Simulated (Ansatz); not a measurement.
# SiNH (triplet): from Hartree-Fock to the top rungs, def2-TZVPP

The task here is to estimate one member of a computed series from the others.

The runs use Ansatz 0.2.0, Gaussian basis; def2-TZVPP, core rule «outside noble gas», up to 6 orbitals frozen.

To be run: UHF; ROHF; CCSD(T) on UHF.

2 further runs of the same task are left out: 2 set aside as unsound or not needed.

## The geometry

The geometry is a PBE0/def2-TZVP stationary point (not a proven minimum) of the parent state, kept for this charge and spin.

3 atoms, charge 0, spin multiplicity 3.

Atoms are counted from 1 here; the program's logs count them from 0.

Bond lengths: Si1–N2 1.546 Å, N2–H3 1.000 Å. Angles: Si1–N2–H3 180.0°.

Set-up of the first run:

The input, in.yaml:

```yaml
crystal:
  periodic: [false, false, false]
  atoms:
    - {symbol: Si, position_ang: [0.000000, 0.000000, -1.363630]}
    - {symbol: N, position_ang: [0.000000, 0.000000, 0.182007]}
    - {symbol: H, position_ang: [0.000000, 0.000000, 1.181623]}
basis:
  gaussian: {orbitals: def2-TZVPP}
magnetization: {spin_polarized: true, initial_magnetization: 2}
hamiltonian: {xc: hf}
output: {orbitals: {seedname: orbitals}}
```

Started as:

```
ansatz run in.yaml --threads 1 --pin off --events-out ev --progress --plain --max-ram 2816MiB --backend cpu
```

Steps of the session up to this table: UHF; ROHF; CCSD(T) on UHF.

One table of the session follows, with a row left open; its other results are not shown here.

```
  method  from UCCSD(T) (meV)
    ROHF              +7857.8
     UHF              +7567.9
    UMP2                    ?
   UCCSD               +277.3
UCCSD(T)                    0
```

**Question.** Estimate the row for UMP2.

As computed: from UCCSD(T) (meV): +1097.2. In the column «from UCCSD(T) (meV)» it lies between UCCSD (+277.3) and UHF (+7567.9).
